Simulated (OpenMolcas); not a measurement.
**A workflow on triplet CH3F**

Aim: a single-point energy (UHF/STO-3G), then the energy (CASSCF(2,2)/STO-3G), then the energy (CASPT2(2,2)/STO-3G), then the energy (SC-NEVPT2(2,2)/STO-3G), then the energy (MRCI(2,2)/STO-3G) of triplet CH3F. 

The results are computed with OpenMolcas 26.06.

2 further runs of the same task are left out: 1 for a known fault of the program, 1 set aside as unsound or not needed.

## (1) The structure to begin with

CH3F has 5 atoms, charge 0, and is taken as a triplet. As SMILES of the parent species, `CF`. Geometry: relaxed at PBE0-D4/def2-TZVP. That shape belongs to the parent species and isn't relaxed for this state.

Bond lengths: C1–F2 1.376 Å, C1–H3 1.092 Å, C1–H4 1.092 Å, C1–H5 1.092 Å. Angles: F2–C1–H3 109.1°, F2–C1–H4 109.1°, F2–C1–H5 109.1°, H3–C1–H4 109.9°, H3–C1–H5 109.9°, H4–C1–H5 109.9°.

## (2) A single-point energy at UHF/STO-3G (run 1)

step1.inp

```
* CH3F Hartree-Fock

&GATEWAY
 BASLIB=$CurrDir
 COORD
 5
 angstrom
 C       -0.050700       0.032900       0.007800
 F        1.094100      -0.710500      -0.168600
 H       -0.918700      -0.626900      -0.058000
 H       -0.104800       0.796000      -0.772000
 H       -0.019800       0.508500       0.990700
 BASIS=STO-3G
 GROUP=NoSym

&SEWARD

&SCF
 UHF
 SPIN=3
 SCRAMBLE=0.25
 PRORBITALS=1 1
```

The basis set STO-3G is read from a file made from the Basis Set Exchange's data (not shown).

Started as:

```sh
export MOLCAS_MEM=1860
pymolcas step1.inp > step1.log
```

Output:

```text
--- Start Module: gateway ---
[...]
--- Stop Module: gateway /rc=_RC_ALL_IS_WELL_ ---
--- Start Module: seward ---
[...]
      Basis functions           13
--- Stop Module: seward /rc=_RC_ALL_IS_WELL_ ---
--- Start Module: scf ---
[...]
       Convergence after  16 Iterations
[...]
::    Total SCF energy                               -136.7842406064
[...]
      Total spin, S                                     1.0023463929
[...]
      Total electronic charge=   18.000000
      Total            charge=   -0.000000
[...]
      Dipole Moment (debye):
      Origin of the operator (angstrom)=    0.5622   -0.3651   -0.0866
                   X=  1.1079E+00               Y= -8.3959E-01               Z= -2.2417E-01           Total=  1.4081E+00
      Quadrupole Moment (debye*angstrom):
[...]
--- Stop Module: scf /rc=_RC_ALL_IS_WELL_ ---
[...]
```

Wall time 1.6 s (1 thread of Arm Neoverse V2, shared host); peak memory 0.37 GiB.

## (3) A single-point energy at CASSCF(2,2)/STO-3G (run 2)

step2.inp

```
&GATEWAY
BASLIB
$CurrDir
COORD
5
angstrom
C       -0.050700       0.032900       0.007800
F        1.094100      -0.710500      -0.168600
H       -0.918700      -0.626900      -0.058000
H       -0.104800       0.796000      -0.772000
H       -0.019800       0.508500       0.990700
BASIS
STO-3G
GROUP
NoSym
&SEWARD
&RASSCF
FILEORB
$CurrDir/step1.UnaOrb
SPIN
3
NACTEL
2 0 0
INACTIVE
8
RAS2
2
ORBLISTING
Nothing
```

The basis set STO-3G is read from a file made from the Basis Set Exchange's data (not shown).

Started as:

```sh
export MOLCAS_MEM=1860
pymolcas step2.inp > step2.log
```

Output:

```text
--- Start Module: gateway ---
[...]
--- Stop Module: gateway /rc=_RC_ALL_IS_WELL_ ---
--- Start Module: seward ---
[...]
      Basis functions           13
--- Stop Module: seward /rc=_RC_ALL_IS_WELL_ ---
--- Start Module: rasscf ---
[...]
      Number of active orbitals                  2
[...]
      Spin quantum number                      1.0
[...]
      Active orbitals                            2
[...]
      Number of CSFs                             1
[...]
      Number of root(s) required                 1
[...]
      Convergence after  7 iterations
[...]
      printout of CI-coefficients larger than  0.05 for root  1
      energy=    -136.782466
      conf/sym  11     Coeff  Weight
             1  uu   1.00000 1.00000
      Natural orbitals and occupation numbers for root  1
      sym 1:   1.000000   1.000000
      ************************************************************************************************************************
      *                                                    Final results                                                     *
[...]
::    RASSCF root number  1 Total energy:   -136.78246628
[...]
      Total electronic charge=   18.000000
      Total            charge=   -0.000000
[...]
      Dipole Moment (debye):
      Origin of the operator (angstrom)=    0.5622   -0.3651   -0.0866
                   X=  1.0988E+00               Y= -8.3656E-01               Z= -2.2398E-01           Total=  1.3991E+00
      Quadrupole Moment (debye*angstrom):
[...]
--- Stop Module: rasscf /rc=_RC_ALL_IS_WELL_ ---
[...]
```

It took 1.5 s on 1 thread of Arm Neoverse V2, shared host; peak memory 0.37 GiB.

## (4) A single-point energy at CASPT2(2,2)/STO-3G (run 3)

step3.input

```
&GATEWAY
  BasLib=$CurrDir
  Coord
  5
  angstrom
  C       -0.050700       0.032900       0.007800
  F        1.094100      -0.710500      -0.168600
  H       -0.918700      -0.626900      -0.058000
  H       -0.104800       0.796000      -0.772000
  H       -0.019800       0.508500       0.990700
  Basis=STO-3G
  Group=NoSym

&SEWARD

&RASSCF
  FileOrb=$CurrDir/step2.RasOrb
  Spin=3
  Nactel=2 0 0
  Inactive=8
  Ras2=2
  OrbListing=Nothing

&CASPT2
  Imaginary=0.1
  Frozen=2
```

The basis set STO-3G is read from a file made from the Basis Set Exchange's data (not shown).

Started as:

```sh
export MOLCAS_MEM=1860
pymolcas step3.input > step3.log
```

Output:

```text
--- Start Module: gateway ---
[...]
--- Stop Module: gateway /rc=_RC_ALL_IS_WELL_ ---
[...]
      Basis functions           13
[...]
--- Start Module: rasscf ---
[...]
      Number of active orbitals                  2
[...]
      Spin quantum number                      1.0
[...]
      Active orbitals                            2
[...]
      Number of CSFs                             1
[...]
      Number of root(s) required                 1
[...]
      Convergence after  4 iterations
[...]
      printout of CI-coefficients larger than  0.05 for root  1
      energy=    -136.782466
      conf/sym  11     Coeff  Weight
             1  uu   1.00000 1.00000
      Natural orbitals and occupation numbers for root  1
      sym 1:   1.000000   1.000000
      ************************************************************************************************************************
      *                                                    Final results                                                     *
[...]
::    RASSCF root number  1 Total energy:   -136.78246628
[...]
      Total electronic charge=   18.000000
      Total            charge=   -0.000000
[...]
      Dipole Moment (debye):
      Origin of the operator (angstrom)=    0.5622   -0.3651   -0.0866
                   X=  1.0989E+00               Y= -8.3659E-01               Z= -2.2398E-01           Total=  1.3991E+00
      Quadrupole Moment (debye*angstrom):
[...]
--- Stop Module: rasscf /rc=_RC_ALL_IS_WELL_ ---
--- Start Module: caspt2 ---
[...]
 ###    WARNING: User changed nr of frozen orbitals.                         ###
 ###############################################################################
[...]
      E2 (Variational):          -0.0463936223
      Total energy:            -136.8288599070
[...]
      Reference weight:           0.98173
[...]
::    CASPT2 Root  1     Total energy:   -136.82885991
[...]
--- Stop Module: caspt2 /rc=_RC_ALL_IS_WELL_ ---
[...]
```

Run time: 1.5 s. Hardware: 1 thread of Arm Neoverse V2, shared host; peak memory 0.37 GiB.

## (5) The energy at SC-NEVPT2(2,2)/STO-3G (run 4)

step4.input

```
>>> EXPORT MOLCAS_PRINT=2

&gateway
 baslib
 $CurrDir
 coord
 5
 angstrom
 C       -0.050700       0.032900       0.007800
 F        1.094100      -0.710500      -0.168600
 H       -0.918700      -0.626900      -0.058000
 H       -0.104800       0.796000      -0.772000
 H       -0.019800       0.508500       0.990700
 basis
 STO-3G
 group
 NoSym

&seward

&rasscf
 fileorb
 $CurrDir/step2.RasOrb
 spin
 3
 nactel
 2 0 0
 inactive
 8
 ras2
 2
 orblisting
 Nothing

&caspt2
 sc-nevpt2
 frozen
 2
```

The basis set STO-3G is read from a file made from the Basis Set Exchange's data (not shown).

Started as:

```sh
export MOLCAS_MEM=1860
pymolcas step4.input > step4.log
```

Output:

```text
--- Start Module: gateway ---

                                              &GATEWAY

                       available to each process: 1.9 GB of memory, 1 thread

 Basis Set     1 Label: C.STO-3G
 Basis set is read from library:.
 basistype.tbl is not found

 Basis Set     2 Label: F.STO-3G
 Basis set is read from library:.
 basistype.tbl is not found

 Basis Set     3 Label: H.STO-3G
 Basis set is read from library:.
 basistype.tbl is not found

++    Symmetry information:
      ---------------------

                    Character Table for C1

                             E
                    a        1  x, y, xy, Rz, z, xz, Ry, yz, Rx, I
--

++    Basis set information:
      ----------------------

      Basis set label: C.STO-3G.........

[... 202 lines left out ...]
                                         RASSCF iterations: Energy and convergence statistics
[... 19 lines left out ...]
      printout of CI-coefficients larger than  0.05 for root  1
[... 4 lines left out ...]
      Natural orbitals and occupation numbers for root  1
[... 10 lines left out ...]
      RASSCF energy for state  1                   -136.78246628
[... 13 lines left out ...]
      Von Neumann Entropy (Root   1) =  1.00000
[... 57 lines left out ...]
      Spin density orbitals for root   1 are written to the SPDORB.1 file
[... 74 lines left out ...]
 Compute H0 matrices for state    1
[... 4 lines left out ...]
********************************************************************************
  NEVPT2 EQUATION SOLUTION
--------------------------------------------------------------------------------
 ###############################################################################
 ###    Location: AixRd                                                      ###
 ###    File: LUCIEX                                                         ###
 ###    Premature abort while reading buffer from disk                       ###
 ###    End of file reached                                                  ###
 ###############################################################################

--- Stop Module: caspt2 /rc=-6 ---

.########################.
.# Non-zero return code #.
.########################.

    Timing: Wall=1.31 User=1.02 System=0.28
```

Run time: 1.5 s. Hardware: 1 thread of Arm Neoverse V2, shared host; peak memory 0.37 GiB.

The job broke off with an error.

## (6) The energy at MRCI(2,2)/STO-3G (run 5)

step5.inp

```
&GATEWAY
  BASLIB
  $CurrDir
  COORD
  5
  angstrom
  C       -0.050700       0.032900       0.007800
  F        1.094100      -0.710500      -0.168600
  H       -0.918700      -0.626900      -0.058000
  H       -0.104800       0.796000      -0.772000
  H       -0.019800       0.508500       0.990700
  BASIS
  STO-3G
  GROUP
  NoSym

&SEWARD

&RASSCF
  FILEORB
  $CurrDir/step2.RasOrb
  SPIN
  3
  NACTEL
  2 0 0
  INACTIVE
  8
  RAS2
  2
  ORBLISTING
  Nothing

&MOTRA
  LUMORB
  FROZEN
  2

&GUGA
  ELECTRONS
  14
  SPIN
  3
  INACTIVE
  6
  ACTIVE
  2
  CIALL
  1

&MRCI
  SDCI
```

The basis set STO-3G is read from a file made from the Basis Set Exchange's data (not shown).

Started as:

```sh
export MOLCAS_MEM=1860
pymolcas step5.inp > step5.log
```

Output:

```text
--- Start Module: gateway ---
[...]
--- Stop Module: gateway /rc=_RC_ALL_IS_WELL_ ---
[...]
      Basis functions           13
[...]
      Number of active orbitals                  2
[...]
      Spin quantum number                      1.0
[...]
      Active orbitals                            2
[...]
      Number of CSFs                             1
[...]
      Number of root(s) required                 1
[...]
      Convergence after  4 iterations
[...]
      printout of CI-coefficients larger than  0.05 for root  1
      energy=    -136.782466
      conf/sym  11     Coeff  Weight
             1  uu   1.00000 1.00000
      Natural orbitals and occupation numbers for root  1
      sym 1:   1.000000   1.000000
      ************************************************************************************************************************
      *                                                    Final results                                                     *
[...]
::    RASSCF root number  1 Total energy:   -136.78246628
[...]
      Dipole Moment (debye):
      Origin of the operator (angstrom)=    0.5622   -0.3651   -0.0866
                   X=  1.0989E+00               Y= -8.3659E-01               Z= -2.2398E-01           Total=  1.3991E+00
      Quadrupole Moment (debye*angstrom):
[...]
      *** WARNING: Default frozen orbitals is overwritten by user input.
      *** Default values:   2
[...]
--- Start Module: guga ---
[...]
--- Stop Module: guga /rc=_RC_ALL_IS_WELL_ ---
--- Start Module: mrci ---
[...]
       (But an ACPF correction will be computed)
       USE THE DEFAULT ACPF G-VALUE GFAC=  0.14285714285714285
[...]
                      CI ENERGY:  -136.84864634
[...]
                ACPF CORRECTION:    -0.00239966
[...]
      Total electronic charge=   18.000000
      Total            charge=   -0.000000
[...]
     ACPF CORRECTION:     -0.00239966
[...]
  CI State   1     Total energy:   -136.84864634     QDav:     -0.00281663     QACPF:     -0.00239966
[...]
--- Stop Module: mrci /rc=_RC_ALL_IS_WELL_ ---
[...]
```

Wall time 1.6 s (1 thread of Arm Neoverse V2, shared host); peak memory 0.37 GiB.

## (7) Summary of results

```
                                                 quantity                value
                          run 1, UHF/STO-3G: total energy        -136.78424 Eh
                         run 1, UHF/STO-3G: dipole moment               1.41 D
    run 1, UHF/STO-3G: HOMO energy (highest over α and β)             -0.20 eV
     run 1, UHF/STO-3G: LUMO energy (lowest over α and β)              6.43 eV
                                  run 1, UHF/STO-3G: ⟨S²⟩                2.007
                  run 2, CASSCF(2,2)/STO-3G: total energy        -136.78247 Eh
run 2, CASSCF(2,2)/STO-3G: dipole moment (CASSCF density)               1.40 D
                  run 3, CASPT2(2,2)/STO-3G: total energy        -136.82886 Eh
run 3, CASPT2(2,2)/STO-3G: dipole moment (CASSCF density)               1.40 D
                    run 5, MRCI(2,2)/STO-3G: total energy        -136.84865 Eh
  run 5, MRCI(2,2)/STO-3G: dipole moment (CASSCF density)               1.40 D
                             run 4, SC-NEVPT2(2,2)/STO-3G  no result (crashed)
```

What this shows: Mulliken charges (run 1, UHF/STO-3G) run from -0.28 on C1 to +0.23 on F2. Mulliken charges (run 2, CASSCF(2,2)/STO-3G) run from -0.28 on C1 to +0.23 on F2. Mulliken charges (run 3, CASPT2(2,2)/STO-3G) of the CASSCF density run from -0.28 on C1 to +0.23 on F2; they depend strongly on the basis. Mulliken charges (run 5, MRCI(2,2)/STO-3G) of the CASSCF density run from -0.28 on C1 to +0.23 on F2; they depend strongly on the basis. 1 of the 5 runs did not end normally.
